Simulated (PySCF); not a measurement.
# C2Si: M06-2X/STO-3G

Aim: the vertical singlet–triplet gap of C2Si at M06-2X/STO-3G, from 2 runs. The job is set up through a Python script.

The results are computed with PySCF 2.14.0.

5 further runs of the same task are left out: 5 set aside as unsound or not needed.

### Step 1. The structure to begin with

C2Si: 3 atoms, total charge 0, spin state singlet. The coordinates come from a GFN2-xTB relaxation.

Bond lengths: C1–C2 1.259 Å, C2–Si3 1.781 Å. Angles: C1–C2–Si3 180.0°.

### Step 2. A single-point energy at M06-2X/STO-3G

start.xyz reads:

```xyz
3

C     -1.111830     0.737510    -0.522770
C     -0.135170     0.089220    -0.063600
Si     1.247000    -0.826740     0.586370
```

job.py reads:

```python
# Silicon dicarbide
from pyscf import gto, dft

mol = gto.Mole()
mol.atom = 'start.xyz'
mol.basis = 'sto-3g'
mol.charge = 0
mol.max_memory = 1860
mol.verbose = 3
mol.build()

ks = dft.RKS(mol, xc='m06-2x')
ks.grids.level = 5
ks.conv_tol = 1e-10
ks.kernel()
if not ks.converged:
    ks = ks.newton().run(ks.mo_coeff, ks.mo_occ)

e_final = ks.e_tot
print('E = %.10f Eh' % e_final)
```

Command:

```sh
OMP_NUM_THREADS=1 python job.py
```

Log:

```text
converged SCF energy = -361.180300874648
E = -361.1803008746 Eh
```

Wall time 3.3 s (1 thread of Arm Neoverse V1, shared host); peak memory 0.2 GiB.

### Step 3. The triplet at the same level

calc.py reads:

```python
from pyscf import gto, dft

mol = gto.M(
    atom=[
    ('C', (-1.111830, 0.737510, -0.522770)),
    ('C', (-0.135170, 0.089220, -0.063600)),
    ('Si', (1.247000, -0.826740, 0.586370)),
],
    spin=2,
    charge=0,
    max_memory=1860,
    basis='sto-3g',
    verbose=3,
)

mf = dft.UKS(mol, xc='m06-2x')
mf.grids.level = 5
mf.conv_tol = 1e-10
mf.kernel()
if not mf.converged:
    mf = mf.newton().run(mf.mo_coeff, mf.mo_occ)

e_final = mf.e_tot
print('E(%s) = %.9f' % ('M06-2X', e_final))
```

Command:

```sh
OMP_NUM_THREADS=1 python calc.py
```

Log:

```text
WARN: HOMO -0.0267567946827122 >= LUMO -0.21762089960883

converged SCF energy = -361.123771966488  <S^2> = 2.0677083  2S+1 = 3.0448043
E(M06-2X) = -361.123771966
```

Wall time 6.9 s (1 thread of Arm Neoverse V1, shared host); peak memory 0.21 GiB.

### Step 4. Summary of results

Level: M06-2X/STO-3G.

| quantity | value |
| --- | --- |
| singlet: total energy | -361.18030 Eh |
| singlet: dipole moment | 5.09 D |
| singlet: HOMO energy | -4.75 eV |
| singlet: LUMO energy | 1.23 eV |
| singlet: HOMO–LUMO gap | 5.98 eV |
| triplet: total energy | -361.12377 Eh |
| triplet: dipole moment | 0.98 D |
| triplet: HOMO energy (highest over α and β) | -2.51 eV |
| triplet: LUMO energy (lowest over α and β) | 0.94 eV |
| triplet: ⟨S²⟩ | 2.068 |
| vertical energy of the triplet above the singlet | 1.538 eV |

What this shows: At this shape the triplet lies 1.54 eV (35 kcal/mol) above the singlet. In a minimal basis such a difference can be off by several eV, whatever the method.
